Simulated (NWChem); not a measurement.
## Extrapolating the UMP2 correlation energy of Cl

```
Cl
```
Charge 0, spin multiplicity 2.

Program: NWChem.

The correlated methods keep 5 core orbitals frozen. No SCF solution was tested for a lower state. Open-shell Hartree-Fock references start from PBE0 orbitals.

Worked example. The UMP2 correlation energy is -157.93 mHa in cc-pVTZ and -174.88 mHa in cc-pVQZ. The form E(X) = E∞ + A/X³ turns the pair into an estimate of the basis-set limit.

E∞ = (4³·(-174.88) − 3³·(-157.93))/(4³ − 3³) = -187.2 mHa. The larger basis holds 93 % of that. This is a two-point estimate.
